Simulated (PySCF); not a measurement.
# BF (SMILES [B]F): SVWN5/def2-TZVPPD

What is the vertical electron affinity of BF at SVWN5/def2-TZVPPD? Input form: a Python script.

Program for the calculation: PySCF 2.14.0.

5 further runs of the same task are left out: 5 set aside as unsound or not needed.

## 1. The structure to begin with

The species is BF (2 atoms), meant as a singlet with charge 0. SMILES: `[B]F`. The shape is that of a GFN2-xTB optimisation.

Bond lengths: B1–F2 1.244 Å.

## 2. The energy at SVWN5/def2-TZVPPD

run.py reads:

```python
# 13768-60-0
from pyscf import gto, dft

mol = gto.Mole()
mol.atom = '''
B      0.000000     0.000000     0.000000
F      0.000000     0.000000     1.244390
'''
mol.charge = 0
mol.basis = 'def2-tzvppd'
mol.max_memory = 1860
mol.verbose = 4
mol.build()

mf = dft.RKS(mol)
mf.xc = 'svwn'
mf.grids.level = 5
mf.conv_tol = 1e-10
mf.kernel()
if not mf.converged:
    mf = mf.newton().run(mf.mo_coeff, mf.mo_occ)

energy = mf.e_tot
print('Final energy', energy)
```

Command:

```
$ OMP_NUM_THREADS=1 python run.py
```

What it wrote:

```text
PySCF version 2.14.0

[INPUT] num. atoms = 2
[INPUT] num. electrons = 14
[INPUT] charge = 0
[INPUT] spin (= nelec alpha-beta = 2S) = 0
[INPUT] symmetry False subgroup None
[INPUT] Mole.unit = angstrom
[INPUT] Symbol           X                Y                Z      unit          X                Y                Z       unit  Magmom
[INPUT]  1 B      0.000000000000   0.000000000000   0.000000000000 AA    0.000000000000   0.000000000000   0.000000000000 Bohr   0.0
[INPUT]  2 F      0.000000000000   0.000000000000   1.244390000000 AA    0.000000000000   0.000000000000   2.351556292148 Bohr   0.0

nuclear repulsion = 19.1362631421017
number of shells = 27
number of NR pGTOs = 107
number of NR cGTOs = 77
basis = def2-tzvppd
ecp = {}

******** <class 'pyscf.dft.rks.RKS'> ********
method = RKS
initial guess = minao
damping factor = 0
level_shift factor = 0
DIIS = <class 'pyscf.scf.diis.CDIIS'>
diis_start_cycle = 1
diis_space = 8
diis_damp = 0
SCF conv_tol = 1e-10
SCF conv_tol_grad = None
SCF max_cycles = 50
direct_scf = True
direct_scf_tol = 1e-13
XC library pyscf.dft.libxc version 7.0.0
    S. Lehtola, C. Steigemann, M. J.T. Oliveira, and M. A.L. Marques.,  SoftwareX 7, 1–5 (2018)
XC functionals = svwn
    P. A. M. Dirac.,  Math. Proc. Cambridge Philos. Soc. 26, 376 (1930)
    F. Bloch.,  Z. Phys. 57, 545 (1929)
    S. H. Vosko, L. Wilk, and M. Nusair.,  Can. J. Phys. 58, 1200 (1980)
radial grids:
    Treutler-Ahlrichs [JCP 102, 346 (1995); DOI:10.1063/1.469408] (M4) radial grids

becke partition: Becke, JCP 88, 2547 (1988); DOI:10.1063/1.454033
pruning grids: <function nwchem_prune>
grids dens level: 5
symmetrized grids: False
atomic radii adjust function: <function treutler_atomic_radii_adjust>
small_rho_cutoff = 0
Set gradient conv threshold to 1e-05
Initial guess from minao.
tot grids = 87040
init E= -123.922961743277
  HOMO = -0.253609474171824  LUMO = -0.0779084145931778  gap/eV = 4.78107
cycle= 1 E= -123.779056622955  delta_E= 0.144  |g|= 0.348  |ddm|= 1.12
  HOMO = -0.249141490914443  LUMO = -0.075262970882034  gap/eV = 4.73148
cycle= 2 E= -123.699323291417  delta_E= 0.0797  |g|= 0.812  |ddm|= 0.408
  HOMO = -0.2414558546138  LUMO = -0.0801044345450418  gap/eV = 4.39060
cycle= 3 E= -123.796226897652  delta_E= -0.0969  |g|= 0.0421  |ddm|= 0.307
  HOMO = -0.251727886153951  LUMO = -0.0848153093209188  gap/eV = 4.54192
cycle= 4 E= -123.796722058029  delta_E= -0.000495  |g|= 0.0143  |ddm|= 0.0493
  HOMO = -0.248643596935647  LUMO = -0.0826914790924692  gap/eV = 4.51579
cycle= 5 E= -123.796775937278  delta_E= -5.39e-05  |g|= 0.00195  |ddm|= 0.0123
  HOMO = -0.248783831420241  LUMO = -0.0829121994230086  gap/eV = 4.51360
cycle= 6 E= -123.796776560956  delta_E= -6.24e-07  |g|= 0.000318  |ddm|= 0.00096
  HOMO = -0.2487806212518  LUMO = -0.0829064107547368  gap/eV = 4.51367
cycle= 7 E= -123.796776577171  delta_E= -1.62e-08  |g|= 3.82e-05  |ddm|= 0.00014
  HOMO = -0.248780465801691  LUMO = -0.0829061355607567  gap/eV = 4.51367
cycle= 8 E= -123.796776577413  delta_E= -2.42e-10  |g|= 1.14e-06  |ddm|= 1.78e-05
  HOMO = -0.248780442772009  LUMO = -0.0829061228061903  gap/eV = 4.51367
cycle= 9 E= -123.796776577413  delta_E= -3.69e-13  |g|= 4.49e-08  |ddm|= 8.85e-07
  HOMO = -0.248780431222844  LUMO = -0.0829061130071  gap/eV = 4.51367
Extra cycle  E= -123.796776577413  delta_E= 1.42e-13  |g|= 8.82e-08  |ddm|= 1.05e-07
converged SCF energy = -123.796776577413
Final energy -123.79677657741274
```

It took 2.8 s on 1 thread of Arm Neoverse V2, shared host; peak memory 0.24 GiB.

## 3. The doublet anion

geometry.xyz reads:

```xyz
2
BF
B      0.000000     0.000000     0.000000
F      0.000000     0.000000     1.244390
```

run.py reads:

```python
from pyscf import gto, dft

mol = gto.M(
    atom='geometry.xyz',
    max_memory=1860,
    basis='def2-tzvppd',
    charge=-1,
    spin=1,
    verbose=3,
)

myscf = dft.UKS(mol, xc='svwn')
myscf.grids.level = 5
myscf.conv_tol = 1e-10
myscf.kernel()
if not myscf.converged:
    myscf = myscf.newton().run(myscf.mo_coeff, myscf.mo_occ)

e_tot = myscf.e_tot
print('Final energy', e_tot)
```

Command:

```
$ OMP_NUM_THREADS=1 python run.py
```

What it wrote:

```text
SCF not converged.
SCF energy = -123.76148120212 after 50 cycles  <S^2> = 0.75100078  2S+1 = 2.0010005
converged SCF energy = -123.761607779829  <S^2> = 0.75138529  2S+1 = 2.0013848
Final energy -123.76160777982918
```

It took 30 s on 1 thread of Arm Neoverse V2, shared host; peak memory 0.26 GiB.

## 4. Outcome

Level: SVWN5/def2-TZVPPD.

| quantity | value |
| --- | --- |
| singlet BF: total energy | -123.79678 Eh |
| singlet BF: dipole moment | 1.15 D |
| singlet BF: HOMO energy | -6.77 eV |
| singlet BF: LUMO energy | -2.26 eV |
| singlet BF: HOMO–LUMO gap | 4.51 eV |
| doublet anion: total energy | -123.76161 Eh |
| doublet anion: HOMO energy (highest over α and β) | 3.21 eV |
| doublet anion: LUMO energy (lowest over α and β) | 3.31 eV |
| doublet anion: ⟨S²⟩ | 0.751 |
| vertical electron affinity (to the doublet anion) | -0.957 eV |

In words: The anion lies 0.96 eV (92.3 kJ/mol) above the neutral: the electron isn't bound at this level, and such a value depends on the basis. The HOMO (doublet anion) lies at positive energy, 3.21 eV, as semi-local functionals often give for anions; only total energies tell whether the electron is bound.
